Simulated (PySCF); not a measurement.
Ionisation energy of N by level of theory

N [He] 2s2 2p3 (4S) → N⁺ [He] 2s2 2p2 (3P), as a difference of total energies. Calculation: PySCF 2.14, in cc-pVTZ-DK (4s3p2d1f, 30 functions); the spin-free X2C one-electron Hamiltonian (Gaussian nucleus). Correlated levels: valence: 1s2 frozen. The calculations carry no spin-orbit coupling.

```
           method  ionisation energy (eV)  error (eV)
              UHF                  13.884      -0.661
            M06-L                  14.675      +0.130
           r2SCAN                  14.791      +0.246
    MP2 (valence)                  14.550      +0.005
SCS-MP2 (valence)                  14.295      -0.250
   CCSD (valence)                  14.408      -0.137
CCSD(T) (valence)                  14.427      -0.118
```

Reference: 14.545 eV (measured; NIST levels, between the centres of gravity of the two terms).

Errors of the correlated levels include the incompleteness of this basis and the frozen core.
